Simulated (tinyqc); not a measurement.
Inside a calculation. Method: Hueckel theory of the pi electrons, for the molecule C=C(N)C=O (SMILES; centres numbered as the heavy atoms are written). One step of it, computed by the program tinyqc.

Task: Energy, charges, bond orders. E = sum n x; q_r = z_r - P_rr; bond order p = P_rs; free valence = sqrt(3) - sum of p over the bonds of the atom.

x values: 2.123586  1.525249  0.681711  -0.365658  -1.634889

occupations: 2.000000  2.000000  2.000000  0.000000  0.000000

charge and bond-order matrix P:
```
           1C         2C         3N         4C         5O
1C   0.923635   0.830286  -0.286360   0.293616  -0.369569
2C   0.830286   0.982435   0.302839   0.460718  -0.079649
3N  -0.286360   0.302839   1.906008  -0.071221  -0.019063
4C   0.293616   0.460718  -0.071221   0.667573   0.765473
5O  -0.369569  -0.079649  -0.019063   0.765473   1.520349
```

Centres:
```
centre  z_r, pi electrons of the neutral centre         h
1C                                            1  0.000000
2C                                            1  0.000000
3N                                            2  1.320000
4C                                            1  0.000000
5O                                            1  1.010000
```

Bonds:
```
i  j         k
1  2         1
2  3  0.820000
2  4         1
4  5         1
```

Give: pi energy = 6 alpha + this times beta; pi charges; Bond orders and lengths from R = 1.517 - 0.180 p; free valence of the carbons; gap between the highest filled and the next level.

Result:

pi energy = 6 alpha + this times beta = 8.6611

pi charges: 1C 0.0764, 2C 0.0176, 3N 0.0940, 4C 0.3324, 5O -0.5203

Bond orders and lengths from R = 1.517 - 0.180 p (angstrom, C-C alone):
```
bond       p       R
1-2   0.8303  1.3675
2-3   0.3028       -
2-4   0.4607  1.4341
4-5   0.7655       -
```

free valence of the carbons: 1C 0.9018, 2C 0.1382, 4C 0.5059

gap between the highest filled and the next level = 1.0474 |beta|
